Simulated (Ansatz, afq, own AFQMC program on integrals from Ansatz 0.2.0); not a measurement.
# CH2B (quartet): quantum Monte Carlo beside coupled cluster, cc-pVTZ, part 2 of 2

Ansatz 0.2.0, Gaussian basis, and an in-house AFQMC program (afq) on its integrals; all values are calculated; cc-pVTZ, frozen cores.

**8. B2PLYP (unrestricted)**

File in.yaml:

```yaml
crystal:
  periodic: [false, false, false]
  atoms:
    - {symbol: B, position_ang: [0.000000, 0.000000, 0.826501]}
    - {symbol: C, position_ang: [0.000000, 0.000000, -0.555344]}
    - {symbol: H, position_ang: [0.000000, -0.925158, -1.123694]}
    - {symbol: H, position_ang: [0.000000, 0.925158, -1.123694]}
basis:
  gaussian: {orbitals: cc-pVTZ}
magnetization: {spin_polarized: true, initial_magnetization: 3}
hamiltonian: {xc: {name: B2PLYP}}
correlation: {electrons: outside_noble_gas}
```

On the command line:

```sh
$ ansatz run in.yaml --threads 1 --pin off --events-out ev --progress --plain --max-ram 5632MiB --backend cpu
```

The log of the run:

```text
Functional definition: B2PLYP
  name "B2PLYP"
  cite "Grimme, J. Chem. Phys. 124, 034108 (2006) doi:10.1063/1.2148954"
  cite "Becke, Phys. Rev. A 38, 3098 (1988) doi:10.1103/PhysRevA.38.3098"
  cite "Lee, Yang & Parr, Phys. Rev. B 37, 785 (1988) doi:10.1103/PhysRevB.37.785"
  parameter a = 0.53
  parameter c = 0.27
  exchange = (1 - a)*b88_x + a*exact_x
  correlation = (1 - c)*lyp_c + c*(mp2_os + mp2_ss)
502 factors; integrals over basis functions are off by at most 1.2e-3 eV
mean field evaluation 1: about -1734.2094 eV, gradient 1.9e1 eV
mean field evaluation 2: about -1734.2094 eV, gradient 1.9e1 eV
mean field evaluation 4: about -1736.1397 eV, gradient 1.7e0 eV
mean field evaluation 8: about -1736.1794 eV, gradient 3.8e-2 eV
mean field evaluation 16: about -1736.1794 eV, gradient 2.6e-5 eV
mean field -1736.17940475 eV, -63.8034162999 hartree, gradient 4.3e-6 eV, S^2 3.752483; 0 other end points of the search recorded, 0 dependent functions left out
2 core orbitals not correlated: weight in the atoms' cores, before any rotation towards them, 1.000 or more for the frozen orbitals, at most 0.000 for the correlated occupied ones
reference -1736.17952606 eV, -63.8034207581 hartree; 6, 3 occupied and 80, 83 virtual orbitals, 502 factors
second order -6.20084261 eV of doubles, -0.00000000 eV of singles
Total energy: -1737.85375357 eV, -63.8649474841 hartree
```

It took 1.1 s on 1 thread of AMD EPYC 7R13 (Zen 3), shared host; peak memory 1.6 GiB.

From the report: ⟨S²⟩ of the determinant 3.752 (pure quartet: 3.75).

**9. CCSDT(Q) on UHF**

Edit in.yaml of step 8 so:

```diff
@@ -10,3 +10,2 @@
 magnetization: {spin_polarized: true, initial_magnetization: 3}
-hamiltonian: {xc: {name: B2PLYP}}
-correlation: {electrons: outside_noble_gas}
+correlation: {method: ccsdt_q, electrons: outside_noble_gas}
```

On the command line:

```sh
$ ansatz run in.yaml --threads 1 --pin off --events-out ev --progress --plain --max-ram 16896MiB --backend cuda --devices 0, --max-vram 18GiB
```

The log of the run:

```text
Functional definition: HF
  name "HF"
  cite "Fock, Z. Phys. 61, 126 (1930) doi:10.1007/BF01340294"
  parent pbe
  exchange = exact_x
  correlation = 0
1099 factors; integrals over basis functions are off by at most 1.8e-7 eV
mean field evaluation 1: about -1727.4377 eV, gradient 1.3e1 eV
mean field evaluation 2: about -1727.4397 eV, gradient 1.3e1 eV
mean field evaluation 4: about -1729.2383 eV, gradient 2.5e0 eV
mean field evaluation 8: about -1729.3543 eV, gradient 3.3e-3 eV
mean field evaluation 16: about -1729.3498 eV, gradient 2.7e-1 eV
mean field evaluation 32: about -1727.7055 eV, gradient 2.2e0 eV
mean field -1729.35433540 eV, -63.5525996275 hartree, gradient 4.8e-6 eV, S^2 3.754386; 1 other end points of the search recorded, 0 dependent functions left out
determinant -1729.35433540 eV, -63.5525996275 hartree, with singles and doubles -1735.15465673 eV, -63.7657575049 hartree
determinant -1727.78750682 eV, -63.4950197391 hartree, with singles and doubles -1733.44104895 eV, -63.7027835805 hartree
2 core orbitals not correlated: weight in the atoms' cores, before any rotation towards them, 1.000 or more for the frozen orbitals, at most 0.000 for the correlated occupied ones
reference -1729.35433540 eV, -63.5525996275 hartree; 6, 3 occupied and 80, 83 virtual orbitals, 1099 factors
second order -5.07680386 eV of doubles, -0.00000000 eV of singles
cycle   1  -5.54602783 eV  change   -4.7e-1 eV  update   5.9e-2
cycle   2  -5.90209442 eV  change   -3.6e-1 eV  update   2.6e-2
cycle   3  -5.96771032 eV  change   -6.6e-2 eV  update   1.3e-2
cycle   4  -5.94562689 eV  change    2.2e-2 eV  update   5.6e-3
cycle   5  -5.95120431 eV  change   -5.6e-3 eV  update   2.4e-3
cycle   6  -5.95459486 eV  change   -3.4e-3 eV  update   9.5e-4
cycle   7  -5.95351829 eV  change    1.1e-3 eV  update   3.5e-4
cycle   8  -5.95363579 eV  change   -1.2e-4 eV  update   1.6e-4
cycle   9  -5.95373473 eV  change   -9.9e-5 eV  update   5.6e-5
cycle  10  -5.95363936 eV  change    9.5e-5 eV  update   2.2e-5
cycle  11  -5.95368064 eV  change   -4.1e-5 eV  update   9.2e-6
cycle  12  -5.95368079 eV  change   -1.5e-7 eV  update   3.6e-6
cycle  13  -5.95368433 eV  change   -3.5e-6 eV  update   1.8e-6
cycle  14  -5.95368443 eV  change   -9.9e-8 eV  update   7.5e-7
perturbative correction -0.00682253 eV, -0.0002507233 hartree
Total energy: -1735.31484236 eV, -63.7716442180 hartree
```

Wall time 14 s (1 × NVIDIA H100 80GB HBM3 with 1 thread of AMD EPYC 7R13 (Zen 3), shared host); peak host memory 1.6 GiB.

From the report: ⟨S²⟩ of the determinant 3.754 (pure quartet: 3.75); correlation -5.9605 eV; T1 0.016; largest double amplitude 0.03.

**10. Phaseless AFQMC, CISD trial on UHF**

It reads the integrals that the CCSD(T) run on this determinant wrote.

On the command line:

```sh
$ afq ham --method phaseless --trial cisd --walkers 800 --populations 20 --least-time 60 --time-step 0.005 --steps-per-block 50 --equilibration-blocks 28 --max-blocks 4000 --target-error 0.00018 --factor-cut 1e-05 --start spin_pure --seed 8372 --release-times 0.24,0.5,1,1.5 --release-step 0.02 --release-every 3 --taylor-order 6
```

The log of the run:

```text
orbitals 86  electrons 6 3  factors 502 of 502
reference energy -63.55259923 Eh
CCSD correlation -0.21090813 Eh in 10 cycles, weight of the determinant in the CISD state 0.9175
energy of the start -63.763417 Eh
 block  time / (1/Eh)  mean weight  energy / Eh
     1     0.250  1.0007  -63.762799
     2     0.500  1.0000  -63.765128
     3     0.750  0.9999  -63.766421
     4     1.000  1.0004  -63.768341
     5     1.250  1.0001  -63.768785
     6     1.500  0.9999  -63.770123
     7     1.750  0.9989  -63.770484
     8     2.000  1.0001  -63.770475
     9     2.250  0.9995  -63.770862
    10     2.500  1.0005  -63.771036
    11     2.750  1.0002  -63.771764
    12     3.000  0.9999  -63.770993
    13     3.250  1.0008  -63.771035
    14     3.500  1.0002  -63.770604
    15     3.750  0.9997  -63.770893
    16     4.000  0.9993  -63.770609
    17     4.250  0.9997  -63.770155
    18     4.500  1.0001  -63.770088
    19     4.750  1.0003  -63.770664
    20     5.000  0.9999  -63.771824
    21     5.250  1.0006  -63.771615
    22     5.500  1.0008  -63.771431
    23     5.750  1.0000  -63.771254
    24     6.000  1.0006  -63.772071
    25     6.250  0.9993  -63.771602
    26     6.500  0.9998  -63.771724
    27     6.750  1.0004  -63.771068
    28     7.000  1.0010  -63.771505
    29     7.250  0.9998  -63.772052
    30     7.500  1.0000  -63.771098
    31     7.750  1.0007  -63.770745
    32     8.000  1.0004  -63.771646
    33     8.250  1.0003  -63.771717
    34     8.500  1.0002  -63.770213
    35     8.750  1.0009  -63.771577
    36     9.000  0.9999  -63.770950
    37     9.250  1.0003  -63.771678
    38     9.500  1.0003  -63.771345
    39     9.750  0.9992  -63.771298
    40    10.000  1.0001  -63.771441
    41    10.250  1.0006  -63.771265
    42    10.500  0.9997  -63.771105
    43    10.750  1.0001  -63.771719
    44    11.000  0.9999  -63.771798
    45    11.250  0.9995  -63.771839
    46    11.500  1.0005  -63.771888
    47    11.750  1.0002  -63.770722
    48    12.000  0.9999  -63.771458
    49    12.250  0.9993  -63.771688
    50    12.500  1.0004  -63.771225
    51    12.750  0.9994  -63.771835
    52    13.000  0.9995  -63.772650
    53    13.250  0.9998  -63.772553
    54    13.500  0.9997  -63.772807
    55    13.750  1.0000  -63.770725
    56    14.000  0.9999  -63.771369
    57    14.250  0.9998  -63.772028
    58    14.500  0.9992  -63.771400
    59    14.750  0.9997  -63.772812
    60    15.000  0.9996  -63.771066
    61    15.250  1.0005  -63.772145
    62    15.500  0.9999  -63.771244
    63    15.750  0.9997  -63.770758
    64    16.000  0.9996  -63.771253
    65    16.250  0.9995  -63.771529
    66    16.500  1.0002  -63.771595
    67    16.750  1.0004  -63.770727
    68    17.000  1.0000  -63.769431
    69    17.250  1.0001  -63.770625
    70    17.500  0.9999  -63.770129
    71    17.750  0.9988  -63.770352
    72    18.000  0.9993  -63.771693
    73    18.250  1.0006  -63.771772
    74    18.500  1.0004  -63.772485
    75    18.750  1.0003  -63.771943
    76    19.000  1.0001  -63.770959
    77    19.250  1.0004  -63.771159
    78    19.500  1.0001  -63.771870
error from the spread of 20 populations
released: time / (1/Eh)  energy / Eh  error  mean overlap
  0.24  -63.771570  0.000169  0.9994
  0.50  -63.771625  0.000133  0.9951
  1.00  -63.771559  0.000127  0.9959
  1.50  -63.771571  0.000188  0.9967
energy -63.771428 +/- 0.000169 Eh
```

It took 54 s on 1 × NVIDIA H100 80GB HBM3 with 2 threads of AMD EPYC 7R13 (Zen 3), shared host; peak host memory 1.8 GiB.

Energy -1735.3090 ± 0.0046 eV. Caveats: constraint bias not in the error.

**11. All levels side by side**

On the UHF determinant, counted from CCSDT(Q) (a yardstick, not exact):

```
                                               level  energy (eV)  from CCSDT(Q) (kcal/mol)  statistical error (kcal/mol)  time
                                                  HF   -1729.3543                   +137.45                                    
                                                 MP2   -1734.4311                    +20.38                                    
                                                CCSD   -1735.0934                     +5.11                                    
                                             CCSD(T)   -1735.2869                     +0.65                                    
                                            CCSDT(Q)   -1735.3148                      0.00                                    
Phaseless AFQMC, CISD trial, step 0.005, 800 walkers   -1735.3090                     +0.14                          0.11  54 s
```

The functionals' totals stand on their own zeros and serve differences with other points: PBE -1736.950 eV; r2SCAN -1738.800 eV; PBE0 -1737.402 eV; B3LYP -1739.841 eV; wB97M-V -1738.563 eV; B2PLYP -1737.854 eV.

**12. Summary of results**

The summary covers parts 1 to 2.

```
                                        quantity                  value
                    CCSD(T) on UHF from CCSDT(Q)         +0.65 kcal/mol
Phaseless AFQMC, CISD trial on UHF from CCSDT(Q)  +0.14 ± 0.11 kcal/mol
```

On UHF the phaseless walk with the CISD trial lies +0.14 kcal/mol from CCSDT(Q), within three error bars. Error bars are statistical and leave out the constraint, the time step and what remains of the start.
